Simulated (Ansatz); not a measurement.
**Down a group: vertical ionisation energies of HBF, HAlF**

Ansatz 0.2.0, basis cc-pVDZ; geometries are PBE0/def2-TZVP minima. Wave-function levels freeze the cores; HF, MP2 and coupled cluster are restricted for singlets and unrestricted otherwise. The reference is CCSDT(Q) or CCSDTQ (coupled cluster only where its series has nearly closed). An error is the level's value less the reference. None of these values is a measured one. Energies are electronic, without zero-point terms. The set is small: such energies can lie up to about 0.3 eV from the limit, spin gaps mostly less, so near ties and functionals' places can change in larger sets. No spin–orbit coupling and no scalar relativity. The species are chosen: bound, without strong static correlation by their natural occupations or amplitudes, in their lowest spin state as far as vertical gaps and like structures tell, with only the lowest ion state computed, and with a ladder that closes on the reference, so errors are smaller than for species at large; levels whose determinant breaks symmetry or spin markedly are left out.

```json
{"species": "HBF, doublet", "bonds (Å)": "B–F 1.301, B–H 1.206, angle at B 121°", "quantity": "vertical ionisation to the singlet", "symmetry of the states": "A' / A'", "reference": "CCSDT(Q)", "value (eV)": "8.898", "error HF": "0.167", "error MP2": "-0.025", "error CCSD": "0.061", "error CCSD(T)": "0.007", "error CCSDT": "0.005"}
{"species": "HAlF, doublet", "bonds (Å)": "F–Al 1.656, Al–H 1.607, angle at Al 115°", "quantity": "vertical ionisation to the singlet", "symmetry of the states": "A' / A'", "reference": "CCSDTQ", "value (eV)": "8.360", "error HF": "0.118", "error MP2": "-0.018", "error CCSD": "0.023", "error CCSD(T)": "0.001", "error CCSDT": "0.002"}
```

The reference falls from B to Al, by 0.538 eV in all.
